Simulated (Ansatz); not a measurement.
**Al₂H (quartet): from Hartree-Fock to the top rungs at distance Al1–H3 = 5.440 Å, 6-31G**

How much of the correlation energy of Al₂H (quartet) does each wave-function method recover here?

Computed with Ansatz 0.2.0, Gaussian basis. Level: 6-31G, core rule «outside noble gas», up to 10 orbitals frozen.

Plan: UHF; CCSD(T) on ROHF; CCSD(T) on UHF; BCCD(T) on ROHF; CISD; CCSDT(Q) on ROHF; CCSDT(Q) on UHF; CISDTQ; CCSDTQ on ROHF; CCSDTQ on UHF; CASSCF and MRCISD+Q, 5 electrons in 5 orbitals; CASSCF and NEVPT2, 5 electrons in 5 orbitals; CASSCF and MRCISD+Q, 7 electrons in 9 orbitals; CASSCF and MRCISD+Q(relaxed), 7 electrons in 9 orbitals; CASSCF and NEVPT2, 7 electrons in 9 orbitals; Full CI.

19 further runs of the same task are left out: 17 that didn't finish, 2 set aside as unsound or not needed.

## Step 1: The system

The geometry derives from a PBE0/def2-TZVP stationary point (not a proven minimum). One bond is set to the value named and the two fragments are kept rigid.

3 atoms, charge 0, spin multiplicity 4.

Atoms are counted from 1 here; the program's logs count them from 0.

Bond lengths: Al1–Al2 2.360 Å.

## Step 2: UHF

The input, in.yaml:

```yaml
crystal:
  periodic: [false, false, false]
  atoms:
    - {symbol: Al, position_ang: [0.000000, 0.000000, -1.026528]}
    - {symbol: Al, position_ang: [0.000000, 0.000000, -3.386944]}
    - {symbol: H, position_ang: [0.000000, 0.000000, 4.413472]}
basis:
  gaussian: {orbitals: 6-31G}
magnetization: {spin_polarized: true, initial_magnetization: 3}
hamiltonian: {xc: hf}
output: {orbitals: {seedname: orbitals}}
```

Run with:

```sh
ansatz run in.yaml --threads 1 --pin off --events-out ev --progress --plain --max-ram 2393MiB
```

The runs that follow: CCSD(T) on ROHF; CCSD(T) on UHF; BCCD(T) on ROHF; CISD; CCSDT(Q) on ROHF; CCSDT(Q) on UHF; CISDTQ; CCSDTQ on ROHF; CCSDTQ on UHF; CASSCF and MRCISD+Q, 5 electrons in 5 orbitals; CASSCF and NEVPT2, 5 electrons in 5 orbitals; CASSCF and MRCISD+Q, 7 electrons in 9 orbitals; CASSCF and MRCISD+Q(relaxed), 7 electrons in 9 orbitals; CASSCF and NEVPT2, 7 electrons in 9 orbitals; Full CI.

Before running them: what should the planned runs give, taken together? Wanted: FCI below the RHF energy; RMP2 from FCI; UMP2 from FCI; RCCSD from FCI; RCCSD(T) from FCI; UCCSD(T) from FCI; RCCSDT(Q) from FCI; UCCSDT(Q) from FCI; NEVPT2 pair from FCI.

As calculated:

| quantity | value |
| --- | --- |
| FCI below the RHF energy | -2.4608 eV |
| RMP2 from FCI | +74.3 kJ/mol |
| UMP2 from FCI | +100.8 kJ/mol |
| RCCSD from FCI | +13.6 kJ/mol |
| RCCSD(T) from FCI | +4.2 kJ/mol |
| UCCSD(T) from FCI | +6.6 kJ/mol |
| RCCSDT(Q) from FCI | +0.5 kJ/mol |
| UCCSDT(Q) from FCI | +0.5 kJ/mol |
| NEVPT2 pair from FCI | +59.9 kJ/mol |
| MRCISD+Q pair from FCI | -2.8 kJ/mol |
| NEVPT2 valence from FCI | +14.8 kJ/mol |
| levels within 1 kcal/mol (43 meV) | RCCSD(T), RCCSDT, UCCSDT, CISDTQ, RCCSDT(Q), UCCSDT(Q), RCCSDTQ, UCCSDTQ, MRCISD+Q pair, MRCISD valence, MRCISD+Q valence, MRCISD+Q(relaxed) valence |
| T1 diagnostic | 0.028 |
| effectively unpaired electrons | 3.23 |

In words: RCCSD(T) misses by +4.2 kJ/mol, 1.8 % of the correlation energy. CCSD(T) misses by +4.2 kJ/mol on the restricted determinant and by +6.6 kJ/mol on the unrestricted one; the two need not hold the same state or core. MRCISD+Q pair, MRCISD+Q(relaxed) valence fall below full CI: the +Q correction isn't variational, and the cores differ from full CI's. The occupations show some static correlation. Of the multireference levels listed MRCISD+Q valence comes nearest in total energy (-0.1 kJ/mol), which doesn't show that its space is the better one. Coupled cluster took another determinant than the lowest Hartree-Fock one. These misses are within one basis, not against nature; the frozen cores of restricted and unrestricted runs differ, which can shift their rows.
